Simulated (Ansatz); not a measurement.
in.yaml

```yaml
crystal:
  periodic: [false, false, false]
  atoms:
    - {symbol: Si, position_ang: [0.000000, -0.120804, 0.618655]}
    - {symbol: N, position_ang: [0.000000, 0.009726, -1.083375]}
    - {symbol: H, position_ang: [0.000000, 3.170801, 1.109491]}
    - {symbol: H, position_ang: [0.000000, 0.865518, -1.616006]}
    - {symbol: H, position_ang: [0.000000, -0.805345, -1.676867]}
basis:
  gaussian: {orbitals: def2-TZVP}
magnetization: {spin_polarized: false}
correlation: {method: ccsd, electrons: valence}
accuracy: high
scf: {omitted_lower_state_checks: [cluster_reference]}
```

```sh
$ ansatz run in.yaml --threads 1 --pin off --events-out ev --progress --plain --max-ram 2393MiB
```

The program prints:

```
these checks for a lower state are left out or cut short: cluster_reference
1424 factors; integrals over basis functions are off by at most 3.9e-9 eV
mean field evaluation 1: about -9384.3385 eV, gradient 3.4e1 eV
mean field evaluation 2: about -9384.3437 eV, gradient 3.4e1 eV
mean field evaluation 4: about -9387.6182 eV, gradient 2.8e0 eV
mean field evaluation 8: about -9387.6565 eV, gradient 5.3e-4 eV
mean field evaluation 16: about -9387.6565 eV, gradient 2.4e-8 eV
mean field evaluation 32: about -9379.1735 eV, gradient 1.6e-8 eV
mean field -9387.65653340 eV, -344.9900144202 hartree, gradient 2.7e-8 eV, S^2 0.000000; 3 other end points of the search recorded, 0 dependent functions left out; unrestricted orbitals would lower it
6 core orbitals not correlated: weight in the atoms' cores, before any rotation towards them, 1.000 or more for the frozen orbitals, at most 0.000 for the correlated occupied ones
reference -9387.65653340 eV, -344.9900144202 hartree; 6, 6 occupied and 74, 74 virtual orbitals, 1424 factors
second order -8.74430593 eV of doubles, -0.00000000 eV of singles
cycle   1  -9.15844913 eV  change   -4.8e-1 eV  update   1.7e-1
cycle   2  -9.68414428 eV  change   -5.3e-1 eV  update   1.0e-1
cycle   3  -10.14811259 eV  change   -4.6e-1 eV  update   8.9e-2
cycle   4  -10.08508826 eV  change    6.3e-2 eV  update   3.0e-2
...
cycle  19  -10.12689800 eV  change    4.1e-8 eV  update   6.7e-8
cycle  20  -10.12689776 eV  change    2.4e-7 eV  update   2.5e-7
cycle  21  -10.12689780 eV  change   -3.6e-8 eV  update   1.0e-7
cycle  22  -10.12689790 eV  change   -1.0e-7 eV  update   6.6e-8
cycle  23  -10.12689799 eV  change   -9.3e-8 eV  update   3.9e-8
cycle  24  -10.12689804 eV  change   -5.1e-8 eV  update   2.2e-8
cycle  25  -10.12689808 eV  change   -3.2e-8 eV  update   1.1e-8
cycle  26  -10.12689809 eV  change   -1.1e-8 eV  update   4.3e-9
cycle  27  -10.12689808 eV  change    3.5e-9 eV  update   1.3e-9
cycle  28  -10.12689808 eV  change  -3.1e-10 eV  update  5.5e-10
WARN: these amplitudes may be one of several solutions (largest doubles amplitude 0.50, level shift 0.21 eV)
Total energy: -9397.78343148 eV, -345.3621710606 hartree
Checks for a lower state left out: cluster_reference
```

Ran on 1 thread of Arm Neoverse V1, shared host: 5.5 s wall, 0.39 GiB peak host memory.
